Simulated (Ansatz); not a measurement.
Program: Ansatz. Geometries: PBE0-D4/def2-TZVP. ΔE: electronic, gas phase. CCSD(T)/CBS is the MP2 limit (def2-TZVPP, def2-QZVPP) plus CCSD(T) − MP2 in def2-TZVPP, frozen cores. Functionals use def2-TZVPP. B3LYP here is the variant with VWN-RPA as its local correlation; programs differ in this. Each species was taken in one conformer, which may not be the lowest.

Consider the isomerisation: `C=C(O)C(F)F` → `C=CC(O)(F)F`.

`C=C(O)C(F)F`:

Cartesian coordinates in Å:
```
C -1.237 -0.711 0.531
C -0.144 0.030 0.402
O 0.372 0.757 1.415
C 0.572 0.136 -0.906
F 0.449 1.388 -1.420
F 1.910 -0.057 -0.709
H -1.764 -0.774 1.474
H -1.623 -1.256 -0.318
H 1.249 1.072 1.173
H 0.217 -0.586 -1.643
```

`C=CC(O)(F)F`:

Z-matrix (Å, degrees):
```
C
C 1 1.492
F 1 1.367 2 109.7
O 1 1.349 2 112.7 3 -123.2
F 1 1.367 2 109.7 3 113.6
C 2 1.320 1 123.8 3 123.0
H 2 1.084 1 113.7 3 -57.0
H 4 0.964 1 108.3 2 179.8
H 6 1.083 2 120.9 1 -180.0
H 6 1.083 2 121.3 1 0.0
```

```json
{"level": "PBE0-D4", "ΔE (kJ/mol)": "-37.0"}
{"level": "B3LYP-D4", "ΔE (kJ/mol)": "-35.7"}
{"level": "SCS-MP2/def2-TZVPP", "ΔE (kJ/mol)": "-41.8"}
{"level": "CCSD/def2-TZVPP", "ΔE (kJ/mol)": "-44.5"}
```

**Question.** What does CCSD(T)/CBS give? (An estimate is asked.)

**Answer.** The calculation gave: -42.7 kJ/mol. The listed levels differ from it by 5.7, 7.0, 0.9, -1.8 kJ/mol.

Largest T1 diagnostic among the species: 0.012.

From PBE to PBE0 (25 % exact exchange), in def2-TZVPP and without D4, ΔE moves by −5.8 kJ/mol. In def2-TZVPP, CCSD(T) changes the Hartree–Fock value by +6.4 kJ/mol (the triples alone add +1.2 kJ/mol) and MP2 by +7.4 kJ/mol.
